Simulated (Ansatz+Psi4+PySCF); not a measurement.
The numbers below are computed, except where a source is named.
A run of Psi4 1.11 on singlet HCl at this shape:

| atom | x (Å) | y (Å) | z (Å) |
| --- | --- | --- | --- |
| Cl | 0.0000 | 0.0000 | 0.0711 |
| H | 0.0000 | 0.0000 | -1.2089 |

Its results:

```yaml
Converged: yes
Total_energy: -460.10781 hartree
Spin_squared_of_the_determinant: 0.000
Occupied_orbitals_by_symmetry_in_an_Abelian_subgroup_alpha;_beta: 5 A1 2 B1 2 B2; 5 A1 2 B1 2 B2
```

Which input gives this output? Name the method, the orbitals and the basis set, and write the input.

RHF in cc-pVTZ on H; cc-pV(T+d)Z on Cl. An unrestricted run that stays on the closed shell gives the same numbers.

```
molecule {
0 1
Cl 0.000000 0.000000 0.071110
H 0.000000 0.000000 -1.208870
}

basis {
assign Cl cc-pV(T+d)Z
assign H cc-pVTZ
}
set reference rhf
set scf_type pk
energy('scf')
```
